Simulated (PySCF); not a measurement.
Species: C3H5O (charge +1).
Atom-mapped SMILES: `[CH3:1][CH2:2][C:3]#[O+:4]` (hydrogens: H5, H6, H7 on C1; H8, H9 on C2)

Method: MP2 and CCSD/aug-cc-pVDZ in PySCF, restricted Hartree–Fock reference, frozen core, non-relativistic, gas phase, PBE0-D3(BJ)/def2-SVP geometry.

E(HF) = -191.12682 Eh.

Task: How large is the problem?

Result: 137 basis functions and 30 electrons; 4 orbitals frozen, which leaves o = 11 correlated occupied and v = 122 virtual orbitals. That is o·v = 1342 singles and o·v(o·v + 1)/2 = 901153 distinct closed-shell doubles amplitudes before symmetry; the costliest CCSD step grows as o²v⁴ = 2.7 × 10^10.

Task: What are the MP2 and CCSD correlation energies?

Result: MP2 -0.5968 Eh and CCSD -0.6268 Eh, which gives totals of -191.72365 and -191.75364 Eh. That is 0.775 eV for each correlated electron at CCSD (1646 kJ/mol in all, 0.327 % of the total energy); MP2 gives 95.2 % of the CCSD value.

Task: What is the T1 diagnostic?

Result: 0.0147, below the customary warning level of 0.02. It is the norm of the spatial-orbital singles amplitudes over the root of the number of correlated electrons, so the norm is 0.069.

Connected triples and the basis-set limit are missing.

The job also held the EOM ionisation roots. Time: 2.2 min. Hardware: one thread of an Arm Neoverse V1 (shared host).
